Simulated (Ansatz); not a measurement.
A made-up structure of CH₄NSi, doublet:

| atom | x (Å) | y (Å) | z (Å) |
| --- | --- | --- | --- |
| C1 | -0.5658 | -0.0047 | -0.5633 |
| N2 | -0.3540 | 0.1588 | 0.8892 |
| Si3 | 0.7257 | -1.0336 | 0.2930 |
| H4 | -1.5242 | -0.4327 | -0.8456 |
| H5 | -0.2522 | 0.8142 | -1.2102 |
| H6 | 1.0827 | -2.3297 | 0.7504 |
| H7 | 2.1553 | -0.5823 | 0.1769 |

It is relaxed with PBE-D4/def2-SVP and then PBE0-D4/def2-TZVP (Ansatz 0.2.0). Atoms count as bonded within 1.22 times the sum of their covalent radii (H–H: 0.88 Å). The end point is not checked to be a true minimum.

Does its bonding change? (A judgement: the text doesn't fix the answer.)

By the calculation: No: no bond forms or breaks.

Where it ends: The first stage lowers the energy by 0.64 eV in 13 steps. It ends as CH₄NSi ([CH2]1[N][SiH2]1):
```
atom    x (Å)    y (Å)    z (Å)
  C1  -0.5824  -0.0630  -0.4873
  N2  -0.4659   0.0084   0.9166
 Si3   0.8458  -0.9599   0.3320
  H4  -1.5485  -0.3354  -0.9115
  H5  -0.0386   0.6668  -1.1109
  H6   0.9118  -2.3526   0.8154
  H7   2.1453  -0.3745  -0.0639
```

Labels in which every atom is bracketed show which atoms are joined, not bond orders.

For scale, one of the runs: PBE0-D4/def2-TZVP relaxation, 123 basis functions, launched by `ansatz run in.yaml --threads 2 --pin off --events-out ev --progress --plain --max-ram 4352MiB`. Hardware: 2 CPU threads of an Intel Xeon 6975P-C, shared host. Wall time about 21 s.
